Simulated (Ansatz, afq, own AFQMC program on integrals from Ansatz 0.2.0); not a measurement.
## Where AFQMC and coupled cluster stand for BH$_{3}$Br, doublet

```xyz
5

Br   -0.4287    0.0000    0.0000
H     1.1373    0.0000    0.0000
B     2.5013    0.0000    0.0000
H     3.0104    0.0000    1.0770
H     3.0104    0.0000   -1.0770
```

Connectivity, by distances: Br ··· BH2, 1 bridging H.

Basis cc-pVTZ. Only valence electrons are correlated. Integrals, coupled cluster, full CI and functionals: Ansatz 0.2.0; the random walks run on the same integrals in our own AFQMC program. The CISD trial takes its coefficients from CCSD amplitudes. Released means that phaseless walkers are propagated on without the constraint, phases kept. Error bars are statistical, one sigma. No spin–orbit coupling.

Determinant: UHF, the one that the program's search chose, which needn't be the lowest solution. The geometry is a point of a scan.

No full CI on the walks' own integrals is used here. The released AFQMC energy serves as the reference, which it does only where one determinant dominates, the energy is flat over the last release times and near the phaseless one (40 meV or 2 meV an electron, half that with transition metals). On small molecules, where full CI could be run and the noise was under 10 meV, such values lay within 10 meV of it in 19 cases of 20, a flattering rate, since the rule was set on those same cases; what remains of the bias isn't in the error bar.

Cautions: no relativity below Rb; no spin-orbit coupling; inner d shell frozen; the released value is read at 2.40 1/Eh (meV from the phaseless value at times in 1/Eh: -12 ± 5 at 0.24, -7 ± 5 at 0.51, -10 ± 5 at 0.99, -14 ± 5 at 1.62, -3 ± 9 at 2.40).

The T1 diagnostic is 0.0126 and the weight of the determinant in the CISD state is 0.873. The ⟨S²⟩ of the determinant is 0.776 and the size of the correlated space is 13 electrons in 100 orbitals.

| level | correlation energy (eV) |
| --- | --- |
| MP2 | -7.3155 |
| CCSD | -8.3291 |
| CCSD(T) | -8.6025 |

(1) Estimate where phaseless AFQMC with a CISD trial lies against CCSD(T) on the same integrals.

(1) 2.9 ± 0.5 kJ/mol below CCSD(T).

Reference: AFQMC with the constraint released, correlation energy -8.636 ± 0.009 eV.

```tsv
level	E − E(reference) (kJ/mol)	share of correlation (%)
CCSD(T)	3.2 ± 0.9	99.61
ph-AFQMC/CISD	0.3 ± 1.1	99.96
```

A walk keeps the symmetry of its determinant, which the program's search chose and which needn't be the lowest solution, so a lower state of the same spin and another symmetry isn't excluded. Released energies are given only where the last usable release times agree within the noise; a slower fall can still hide under it.
